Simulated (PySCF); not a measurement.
## How methods differ on the ionisation energy of Si

Si [Ne] 3s2 3p2 (3P) → Si⁺ [Ne] 3s2 3p1 (2P), as a difference of total energies. Calculation: PySCF 2.14, in cc-pVTZ-DK (5s4p2d1f, 34 functions); the spin-free X2C one-electron Hamiltonian (Gaussian nucleus). Correlated levels: valence: [Ne] frozen. The calculations carry no spin-orbit coupling.

| method | ionisation energy (eV) | error (eV) |
| --- | --- | --- |
| UHF | 7.630 | -0.527 |
| PBE | 8.181 | +0.024 |
| B3LYP | 8.101 | -0.056 |
| MP2 (valence) | 8.031 | -0.126 |
| SCS-MP2 (valence) | 7.946 | -0.211 |
| CCSD (valence) | 8.060 | -0.097 |
| CCSD(T) (valence) | 8.097 | -0.060 |

Reference: 8.157 eV (measured; NIST levels, between the centres of gravity of the two terms).

Errors of the correlated levels include the incompleteness of this basis and the frozen core.
